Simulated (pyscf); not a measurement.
H₃C–Al(CH₃)–SH (SMILES [CH3][Al]([CH3])[SH]) + H₂ (SMILES [H][H]) -> H₃C–AlH–CH₃ (SMILES [CH3][AlH][CH3]) + H₂S (SMILES S), a four-centre exchange (singlet surface; Al–S, H–H broken, Al–H, H–S formed). Optimised with ωB97X-D3(BJ)/def2-SVP in PySCF. Energies in kJ/mol from the separated reactants.

Small-basis levels: PySCF, no dispersion term, spherical d functions. AM1 to PM7: differences of heats of formation from MOPAC. GFN2-xTB: tblite. Cost: rough CPU time at the saddle relative to B3LYP/6-31G*, from one job on a shared machine.

```json
[
 {"level": "HF/STO-3G", "barrier": "212.6", "reaction energy": "+95.0", "cost": "0.05"},
 {"level": "MP2/6-31G*", "barrier": "157.6", "reaction energy": "+127.8", "cost": "0.1"},
 {"level": "SVWN5/6-31G*", "barrier": "56.4", "reaction energy": "+117.5", "cost": "1"},
 {"level": "PBE/6-31G*", "barrier": "94.4", "reaction energy": "+113.4", "cost": "2"},
 {"level": "B3LYP/STO-3G", "barrier": "120.4", "reaction energy": "+112.9", "cost": "0.5"},
 {"level": "B3LYP/3-21G", "barrier": "140.0", "reaction energy": "+124.6", "cost": "0.9"},
 {"level": "B3LYP/LANL2DZ", "barrier": "[?]", "reaction energy": "+100.3", "cost": "0.8"},
 {"level": "B3LYP/6-31G*", "barrier": "121.8", "reaction energy": "+104.9", "cost": "1"},
 {"level": "B3LYP/6-311+G**", "barrier": "111.0", "reaction energy": "+96.0", "cost": "1"},
 {"level": "B3LYP/def2-SVP", "barrier": "96.6", "reaction energy": "+95.1", "cost": "1"},
 {"level": "GFN2-xTB", "barrier": "25.5", "reaction energy": "+28.7", "cost": "under 0.02"},
 {"level": "PM3", "barrier": "[?]", "reaction energy": "+193.5", "cost": "under 0.02"},
 {"level": "ωB97M-D3(BJ)/def2-TZVP", "barrier": "[?]", "reaction energy": "+104.6", "cost": "–"}
]
```

Q: Fill in the missing entries.

A: 
- B3LYP/LANL2DZ, barrier: 141.7
- PM3, barrier: 130.3
- ωB97M-D3(BJ)/def2-TZVP, barrier: 106.9

Against the last row the barrier runs from -81.4 (GFN2-xTB) to +105.7 kJ/mol (HF/STO-3G). At SVWN5/6-31G*, PBE/6-31G*, GFN2-xTB, PM3 this geometry lies under one side, so the entry may be no barrier of that level: it is a single point on another level's saddle. ωB97M-D3(BJ)/def2-TZVP has limits of its own. On the product side the descent ends in an adduct with a Al–S contact, 63.1 kJ/mol under the separated species and 51.7 kJ/mol under the saddle at ωB97X-D3(BJ)/def2-TZVP. What is counted as broken (Al–S) persists as a longer contact in the product adduct; parting that adduct is a step of its own. This is the saddle that the search found; another between the same sides may lie lower.
